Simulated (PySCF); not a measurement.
Species: pyridazine, C4H4N2.
Numbering: `[cH:1]1[cH:2][cH:3][n:4][n:5][cH:6]1`

NICS is the negative of the GIAO shielding at a point without a nucleus: at the ring centre (0) and 1 Å above and below it (1); zz is the component along the ring normal. Level: GIAO PBE0/pcSseg-1 (PySCF, non-relativistic, gas phase) on the GFN2-xTB geometry, one conformer.

Ring bond lengths (Å), with Mayer bond orders in brackets: C1–C2 1.381 (1.47), C2–C3 1.394 (1.34), C3–N4 1.319 (1.51), N4–N5 1.299 (1.32), N5–C6 1.319 (1.51), C6–C1 1.394 (1.34).

Q: What do the NICS probes read (ppm)?

A: 
```csv
ring,type,NICS(0),"NICS(1), two faces","NICS(1)zz, two faces",rms pucker (Å),"centre to ring atoms, mean (Å)"
C1–C2–C3–N4–N5–C6,6-membered ring with 2 N; formal bonds all aromatic,-5.4,-11.5 / -11.5,-29.0 / -29.0,0.00,1.35
```

Q: What do they say, and how far can they be read as aromaticity?

A: 
- C1–C2–C3–N4–N5–C6: mean NICS(1)zz -29.0 ppm, shielded. The ring is flat and has no four-coordinate atom; by the NICS criterion it is aromatic. NICS(0) lies 6 ppm above the mean NICS(1).

Q: How equal are the bonds by HOMA? HOMA takes Krygowski's 1993 parameters.

A: 
- C1–C2–C3–N4–N5–C6: HOMA 0.98; the largest term is that of N5–C6, α(R − Ropt)² = 0.02. The geometric and the magnetic index point the same way.

Q: What is the mean of the two in-plane components of NICS at the first NICS(1) probe listed for ring C1–C2–C3–N4–N5–C6, 1 Å off the ring?

A: The isotropic value is a third of the trace: (3 × -11.5 − (-29.0))/2 = -2.8 ppm.

Q: List the ring angles and the Hirshfeld charges of the ring atoms.

A: 
- C1–C2–C3–N4–N5–C6: C1 116.7° (-0.031 e), C2 116.7° (-0.031 e), C3 122.8° (+0.015 e), N4 120.4° (-0.107 e), N5 120.4° (-0.107 e), C6 122.8° (+0.015 e); sum 720.0° against 720° for a flat convex ring.
